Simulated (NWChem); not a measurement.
**C2H4F2 (1,1-difluoroethane) at 6 levels**

Wanted: a comparison of 6 runs (B3LYP/6-311+G**, BHLYP/6-311+G**, BLYP/6-311+G**, M06-L/6-311+G**, PBE0/6-311+G**, TPSS/6-311+G**) of C2H4F2 (1,1-difluoroethane). 

Program for the calculation: NWChem 7.3.0.

### Step 1. Starting point

The species is C2H4F2 (8 atoms), meant as a singlet with charge 0. As SMILES, `CC(F)F`. The coordinates come from a PBE0-D4/def2-TZVP relaxation.

Bond lengths: C1–C2 1.497 Å, C2–F3 1.361 Å, C2–F4 1.361 Å, C1–H5 1.091 Å, C1–H6 1.091 Å, C1–H7 1.090 Å, C2–H8 1.095 Å. Some angles: C1–C2–F3 110.3°, C1–C2–F4 110.3°, F3–C2–F4 107.0°, C1–C2–H8 114.0°, F3–C2–H8 107.5°, F4–C2–H8 107.5°, C2–C1–H5 109.4°, C2–C1–H6 109.9°, C2–C1–H7 109.9°, H5–C1–H6 109.3°.

### Step 2. Energy and forces at B3LYP/6-311+G(d,p) (run 1)

Contents of test.nw:

```
START test
TITLE "C2H4F2 gradient"
memory 2200 mb
GEOMETRY units angstrom noautosym nocenter noautoz
  C     0.003300    0.777600    0.023300
  C    -0.052000   -0.718200   -0.008200
  F     0.925500   -1.243400    0.779100
  F     0.168200   -1.172100   -1.271900
  H     0.981400    1.111900   -0.325400
  H    -0.157200    1.132800    1.041800
  H    -0.771000    1.190600   -0.624000
  H    -1.006100   -1.136400    0.329500
END
BASIS spherical bse
  * library 6-311+G**
END
DFT
  xc b3lyp
  grid fine
  convergence energy 1e-08
  maxiter 100
  mulliken
END
TASK dft gradient
```

Launch:

```bash
$ nwchem test.nw > test.out
```

Output:

```text
[...]
          Wavefunction type:  closed shell.
          No. of atoms     :     8
          No. of electrons :    34
[...]
          Charge           :     0
          Spin multiplicity:     1
[...]
          AO basis - number of functions:   112
[...]
              XC Information
              --------------
                         B3LYP Method XC Potential
                     Hartree-Fock (Exact) Exchange  0.200
                        Slater Exchange Functional  0.800 local
                    Becke 1988 Exchange Functional  0.720 non-local
              Lee-Yang-Parr Correlation Functional  0.810
                  VWN I RPA Correlation Functional  0.190 local
[...]
 d= 0,ls=0.0,diis     1   -278.2925640723 -4.11D+02  9.10D-03  1.24D+00     2.8
[...]
 d= 0,ls=0.0,diis    10   -278.4025562197 -1.14D-10  5.51D-08  3.16D-10    24.9
         Total DFT energy =     -278.402556219658
      One electron energy =     -647.058049816452
           Coulomb energy =      269.264207719758
    Exchange-Corr. energy =      -33.319305655964
 Nuclear repulsion energy =      132.710591533000
[...]
      Total Density - Mulliken Population Analysis
     ---------------------------------------------
    Atom       Charge   Shell Charges
 -----------   ------   -------------------------------------------------------
    1 C    6     6.38   1.10  0.89  0.66  0.75  1.54  0.48  0.89  0.04 -0.01  0.04
    2 C    6     5.93   1.10  0.89  0.59  0.79  1.43  0.31  0.51  0.09  0.04  0.19
    3 F    9     9.16   1.08  0.92  1.18  1.09  2.35  0.88  1.66 -0.05  0.06  0.00
    4 F    9     9.16   1.08  0.92  1.18  1.09  2.35  0.88  1.66 -0.05  0.06  0.00
    5 H    1     0.84   0.27  0.47  0.07  0.02
    6 H    1     0.84   0.27  0.47  0.07  0.02
    7 H    1     0.84   0.27  0.47  0.07  0.02
    8 H    1     0.85   0.28  0.48  0.07  0.02
[...]
  wavefunction    = closed shell
                         DFT ENERGY GRADIENTS
    atom               coordinates                        gradient
                 x          y          z           x          y          z
   1 C       0.006236   1.469451   0.044031   -0.000107  -0.004175  -0.000165
   2 C      -0.098266  -1.357201  -0.015496    0.010943  -0.004010  -0.004126
   3 F       1.748941  -2.349685   1.472286   -0.008547   0.005194  -0.007193
   4 F       0.317852  -2.214948  -2.403542   -0.001712   0.004542   0.011278
   5 H       1.854577   2.101186  -0.614917   -0.000425  -0.000613   0.000147
   6 H      -0.297065   2.140682   1.968717    0.000076  -0.000519  -0.000530
   7 H      -1.456979   2.249908  -1.179189    0.000418  -0.000563   0.000347
   8 H      -1.901253  -2.147485   0.622665   -0.000646   0.000143   0.000242
[...]
```

Run time: 32 s. Hardware: 1 thread of Intel Xeon Platinum 8375C at 2.90GHz (Ice Lake), shared host; peak memory 0.12 GiB.

### Step 3. Energy and gradient at BHLYP/6-311+G(d,p) (run 2)

Contents of run.py:

```python
from ase import Atoms
from ase.calculators.nwchem import NWChem

molecule = Atoms(['C', 'C', 'F', 'F', 'H', 'H', 'H', 'H'], positions=[
    [0.003300, 0.777600, 0.023300],
    [-0.052000, -0.718200, -0.008200],
    [0.925500, -1.243400, 0.779100],
    [0.168200, -1.172100, -1.271900],
    [0.981400, 1.111900, -0.325400],
    [-0.157200, 1.132800, 1.041800],
    [-0.771000, 1.190600, -0.624000],
    [-1.006100, -1.136400, 0.329500],
])

calc = NWChem(
    label='geom',
    theory='dft',
    memory='2200 mb',
    basis='6-311+G**',
    basispar='spherical bse',
    dft={'xc': 'bhlyp', 'mult': '1', 'grid': 'fine', 'convergence': 'energy 1e-08', 'iterations': '100', 'mulliken': None},
)
molecule.calc = calc

forces = molecule.get_forces()
e = molecule.get_potential_energy()
print(f"E = {e:.6f} eV")
print("forces (eV/A):")
for s, f in zip(molecule.symbols, forces):
    print(f"{s:2s} {f[0]:10.5f} {f[1]:10.5f} {f[2]:10.5f}")
print("dipole (e A):", molecule.get_dipole_moment().round(4))
```

Launch:

```bash
$ export ASE_NWCHEM_COMMAND="nwchem PREFIX.nwi > PREFIX.nwo"
$ python run.py
```

Output:

```text
E = -7572.190458 eV
forces (eV/A):
C     0.04299    0.13971   -0.00787
C    -0.23448   -0.14033    0.07878
F    -0.15283    0.06891   -0.17247
F    -0.00262    0.05518    0.23639
H    -0.20924   -0.06166    0.07436
H     0.03749   -0.08222   -0.21001
H     0.16136   -0.09328    0.12866
H     0.35738    0.11375   -0.12789
dipole (e A): [-0.3428  0.3786  0.1398]
```

The calculator wrote geom.nwi:

```
title "geom"

permanent_dir geom

scratch_dir geom

start geom

geometry units angstrom nocenter noautosym noautoz
  C  3.3000000000000000e-03 7.7759999999999996e-01 2.3300000000000001e-02
  C  -5.1999999999999998e-02 -7.1819999999999995e-01 -8.2000000000000007e-03
  F  9.2549999999999999e-01 -1.2434000000000001e+00 7.7910000000000001e-01
  F  1.6819999999999999e-01 -1.1720999999999999e+00 -1.2719000000000000e+00
  H  9.8140000000000005e-01 1.1119000000000001e+00 -3.2540000000000002e-01
  H  -1.5720000000000001e-01 1.1328000000000000e+00 1.0418000000000001e+00
  H  -7.7100000000000002e-01 1.1906000000000001e+00 -6.2400000000000000e-01
  H  -1.0061000000000000e+00 -1.1364000000000001e+00 3.2950000000000002e-01
end

memory 2200 mb

basis spherical bse noprint
   * library 6-311+G**
end

dft
  xc bhlyp
  mult 1
  grid fine
  convergence energy 1e-08
  iterations 100
  mulliken
end

task dft gradient
```

geom.nwo, shortened:

```text
[...]
         Total DFT energy =     -278.272868998726
[...]
  wavefunction    = closed shell
                         DFT ENERGY GRADIENTS
    atom               coordinates                        gradient
                 x          y          z           x          y          z
   1 C       0.006236   1.469451   0.044031   -0.000836  -0.002717   0.000153
   2 C      -0.098266  -1.357201  -0.015496    0.004560   0.002729  -0.001532
   3 F       1.748941  -2.349685   1.472286    0.002972  -0.001340   0.003354
[... 4 lines of this table left out ...]
   8 H      -1.901253  -2.147485   0.622665   -0.006950  -0.002212   0.002487
[...]
```

It took 29 s on 1 thread of Intel Xeon Platinum 8375C at 2.90GHz (Ice Lake), shared host; peak memory 0.12 GiB.

### Step 4. Energy and gradient at BLYP/6-311+G(d,p) (run 3)

Contents of test.xyz:

```xyz
8

C      0.003300     0.777600     0.023300
C     -0.052000    -0.718200    -0.008200
F      0.925500    -1.243400     0.779100
F      0.168200    -1.172100    -1.271900
H      0.981400     1.111900    -0.325400
H     -0.157200     1.132800     1.041800
H     -0.771000     1.190600    -0.624000
H     -1.006100    -1.136400     0.329500
```

Contents of test.nw:

```
START test
memory total 2200 mb
GEOMETRY units angstroms noautosym nocenter noautoz
  load format xyz test.xyz
END
BASIS spherical bse
  C library 6-311+G**
  F library 6-311+G**
  H library 6-311+G**
END
DFT
  xc becke88 lyp
  mult 1
  grid fine
  convergence energy 1e-08
  maxiter 100
  mulliken
  noprint "final vectors analysis"
END
TASK dft gradient
```

Launch:

```bash
$ nwchem test.nw > test.out
```

Output:

```text
[...]
          Wavefunction type:  closed shell.
          No. of atoms     :     8
          No. of electrons :    34
[...]
          Charge           :     0
          Spin multiplicity:     1
[...]
          AO basis - number of functions:   112
[...]
              XC Information
              --------------
                    Becke 1988 Exchange Functional  1.000
              Lee-Yang-Parr Correlation Functional  1.000
[...]
 d= 0,ls=0.0,diis     1   -278.2139854160 -4.11D+02  1.15D-02  1.60D+00     3.5
[...]
 d= 0,ls=0.0,diis    10   -278.3411151376 -1.34D-09  2.46D-07  4.10D-09    27.8
         Total DFT energy =     -278.341115137561
      One electron energy =     -646.970387895872
           Coulomb energy =      269.171538711844
    Exchange-Corr. energy =      -33.252857486534
 Nuclear repulsion energy =      132.710591533000
[...]
      Total Density - Mulliken Population Analysis
     ---------------------------------------------
    Atom       Charge   Shell Charges
 -----------   ------   -------------------------------------------------------
    1 C    6     6.36   1.10  0.88  0.68  0.76  1.52  0.46  0.89  0.03 -0.01  0.04
    2 C    6     5.96   1.11  0.88  0.61  0.80  1.42  0.30  0.52  0.09  0.05  0.19
    3 F    9     9.14   1.08  0.92  1.19  1.09  2.32  0.87  1.64 -0.04  0.08  0.00
    4 F    9     9.14   1.08  0.92  1.19  1.09  2.32  0.87  1.64 -0.04  0.08  0.00
    5 H    1     0.84   0.28  0.46  0.08  0.02
    6 H    1     0.85   0.28  0.46  0.08  0.02
    7 H    1     0.85   0.28  0.46  0.08  0.02
    8 H    1     0.85   0.29  0.46  0.08  0.02
[...]
  wavefunction    = closed shell
                         DFT ENERGY GRADIENTS
    atom               coordinates                        gradient
                 x          y          z           x          y          z
   1 C       0.006236   1.469451   0.044031    0.000374  -0.006635  -0.000425
   2 C      -0.098266  -1.357201  -0.015496    0.017803  -0.009229  -0.006843
   3 F       1.748941  -2.349685   1.472286   -0.019073   0.011157  -0.016697
   4 F       0.317852  -2.214948  -2.403542   -0.003410   0.009674   0.025683
   5 H       1.854577   2.101186  -0.614917   -0.004121  -0.002151   0.001454
   6 H      -0.297065   2.140682   1.968717    0.000748  -0.002282  -0.004359
   7 H      -1.456979   2.249908  -1.179189    0.003371  -0.002542   0.002710
   8 H      -1.901253  -2.147485   0.622665    0.004309   0.002007  -0.001523
[...]
```

Wall time 35 s (1 thread of Intel Xeon Platinum 8375C at 2.90GHz (Ice Lake), shared host); peak memory 0.12 GiB.

Runs 4 to 5 aren't shown in full; the table further down has their settings and results.

### Step 5. Energy and gradient at TPSS/6-311+G(d,p) (run 6)

Contents of c2h4f2.nw:

```
START c2h4f2
memory stack 880 mb heap 220 mb global 1100 mb

GEOMETRY units angstroms noautosym nocenter noautoz
  C     0.003300    0.777600    0.023300
  C    -0.052000   -0.718200   -0.008200
  F     0.925500   -1.243400    0.779100
  F     0.168200   -1.172100   -1.271900
  H     0.981400    1.111900   -0.325400
  H    -0.157200    1.132800    1.041800
  H    -0.771000    1.190600   -0.624000
  H    -1.006100   -1.136400    0.329500
END

BASIS spherical bse
  * library 6-311+G**
END

DFT
  xc xtpss03 ctpss03
  grid fine
  convergence energy 1e-08
  iterations 100
  mulliken
END

TASK dft gradient
```

Launch:

```bash
$ nwchem c2h4f2.nw > c2h4f2.out
```

Output:

```text
[...]
          Wavefunction type:  closed shell.
          No. of atoms     :     8
          No. of electrons :    34
[...]
          Charge           :     0
          Spin multiplicity:     1
[...]
          AO basis - number of functions:   112
[...]
              XC Information
              --------------
                  TPSS metaGGA Exchange Functional  1.000
             TPSS03 metaGGA Correlation Functional  1.000
[...]
 d= 0,ls=0.0,diis     1   -278.3124313134 -4.11D+02  1.10D-02  1.15D+00     3.6
[...]
 d= 0,ls=0.0,diis    10   -278.4247003648 -7.47D-10  1.21D-07  1.54D-09    26.0
         Total DFT energy =     -278.424700364822
      One electron energy =     -647.042362751036
           Coulomb energy =      269.252994449857
    Exchange-Corr. energy =      -33.345923596644
 Nuclear repulsion energy =      132.710591533000
[...]
      Total Density - Mulliken Population Analysis
     ---------------------------------------------
    Atom       Charge   Shell Charges
 -----------   ------   -------------------------------------------------------
    1 C    6     6.43   1.10  0.89  0.65  0.75  1.55  0.50  0.88  0.08 -0.01  0.04
    2 C    6     5.99   1.11  0.88  0.58  0.79  1.45  0.34  0.51  0.10  0.04  0.19
    3 F    9     9.13   1.08  0.92  1.18  1.09  2.34  0.88  1.66 -0.07  0.05  0.00
    4 F    9     9.13   1.08  0.92  1.18  1.09  2.34  0.88  1.66 -0.07  0.05  0.00
    5 H    1     0.82   0.27  0.49  0.04  0.02
    6 H    1     0.83   0.27  0.49  0.04  0.02
    7 H    1     0.83   0.27  0.49  0.04  0.02
    8 H    1     0.84   0.28  0.49  0.04  0.02
[...]
  wavefunction    = closed shell
                         DFT ENERGY GRADIENTS
    atom               coordinates                        gradient
                 x          y          z           x          y          z
   1 C       0.006236   1.469451   0.044031   -0.000697  -0.006066  -0.000012
   2 C      -0.098266  -1.357201  -0.015496    0.016454  -0.006876  -0.006262
   3 F       1.748941  -2.349685   1.472286   -0.014342   0.008173  -0.011936
   4 F       0.317852  -2.214948  -2.403542   -0.002971   0.007093   0.018818
   5 H       1.854577   2.101186  -0.614917   -0.002116  -0.001175   0.000750
   6 H      -0.297065   2.140682   1.968717    0.000426  -0.001089  -0.002467
   7 H      -1.456979   2.249908  -1.179189    0.001927  -0.001243   0.001556
   8 H      -1.901253  -2.147485   0.622665    0.001318   0.001184  -0.000447
[...]
```

It took 36 s on 1 thread of Intel Xeon Platinum 8375C at 2.90GHz (Ice Lake), shared host; peak memory 0.12 GiB.

### Step 6. All runs side by side

```
run            level  energy (Eh)  dipole moment (D)  HOMO energy (eV)  LUMO energy (eV)  wall time
  1  B3LYP/6-311+G**  -278.402556               2.42             -9.56              0.10       32 s
  2  BHLYP/6-311+G**  -278.272869               2.54            -11.52              0.73       29 s
  3   BLYP/6-311+G**  -278.341115               2.31                 –                 –       35 s
  4  M06-L/6-311+G**  -278.353627               2.29             -8.34              0.12       49 s
  5   PBE0/6-311+G**  -278.110839               2.40             -9.77              0.40       27 s
  6   TPSS/6-311+G**  -278.424700               2.32             -8.13             -0.03       36 s
```

### Step 7. Results

| quantity | value |
| --- | --- |
| run 6: total energy | -278.42470 Eh |
| run 6: dipole moment | 2.32 D |
| run 6: HOMO energy | -8.13 eV |
| run 6: LUMO energy | -0.03 eV |
| run 6: HOMO–LUMO gap | 8.10 eV |
| run 6: largest force on an atom | 1.047 eV/Å |

The dipole moment (its size) runs from 2.29 D (M06-L/6-311+G**) to 2.54 D (BHLYP/6-311+G**). Over runs 1, 2, 4, 5, 6 the HOMO–LUMO gap runs from 8.10 eV (TPSS/6-311+G**) to 12.25 eV (BHLYP/6-311+G**). Totals of different functionals can't be ranked against each other. All runs together took 3.5 min, the longest 49 s.
